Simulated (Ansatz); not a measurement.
## Ti (model structure, started from the simple cubic type, Pm-3m, No. 221, 1 atom in the cell)

Level of theory: PBEsol in Ansatz (plane waves, PAW).

Settings: plane-wave cutoff 500 eV, 26×26×26 k mesh, Fermi–Dirac smearing 0.1 eV, no spin polarisation, scalar-relativistic PAW data made under PBE.

Cell (relaxed at this level):

```
CELL_PARAMETERS angstrom
      2.59733     0.00000     0.00000
      0.00000     2.59733     0.00000
      0.00000     0.00000     2.59733
ATOMIC_POSITIONS crystal
  Ti 0.00000 0.00000 0.00000
```

```
Item      Value
--------  -----
band gap   none
```

Note: the relaxation could raise the start's symmetry but not lower it, so the cell can be a saddle point.

The computed numbers hold no vibrational or temperature effects.

It cost very roughly 21 core-seconds of CPU time.

A model structure was made by putting elements into a prototype or built by hand; it is no filed structure, need not be a known phase, and can be a saddle point held by its symmetry.

Ansatz is a quantum-chemistry and plane-wave program.
